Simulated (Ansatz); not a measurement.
Gas-phase reaction in SMILES: [CH]=C (C2H3) -> [CH-]=C (an electron is taken up)

Wanted: adiabatic electron affinity (0 K, with zero-point energies), in eV. Positive where the reaction releases energy. Conventions: 6-31G* and kin with 6d, 5d where marked; open shells spin-unrestricted; 6-311+G** with 5d; non-relativistic; dispersion terms only where a functional's name holds one; LANL2DZ all-electron up to Ne; spin-orbit terms left out. Ab initio and DFT rows: single points at B3LYP-D3(BJ) geometries (Ansatz, a program for electronic structure), with unscaled harmonic terms from B3LYP/6-31G* at its own minima. Sets without +, aug- or the D of def2-TZVPD hold no diffuse functions, which anions need.

| level | program | adiabatic electron affinity (0 K, with zero-point energies) (eV) |
|---|---|---|
| PBE/STO-3G | Ansatz | -3.84 |
| PBE/3-21G | Ansatz | -0.53 |
| PBE/LANL2DZ | Ansatz | -0.05 |
| PBE/6-31G* | Ansatz | -0.29 |
| PBE/def2-SVP | Ansatz | 0.06 |
| PBE/6-311+G** | Ansatz | 0.67 |
| PBE/def2-TZVPD | Ansatz | 0.60 |

No value to compare with is used here. The 6 habitual levels span -3.84 (PBE/STO-3G) to 0.67 eV (PBE/6-311+G**); PBE/def2-TZVPD gives 0.60.

The sets are all those run for this method; runs whose electronic state is in doubt are left out.
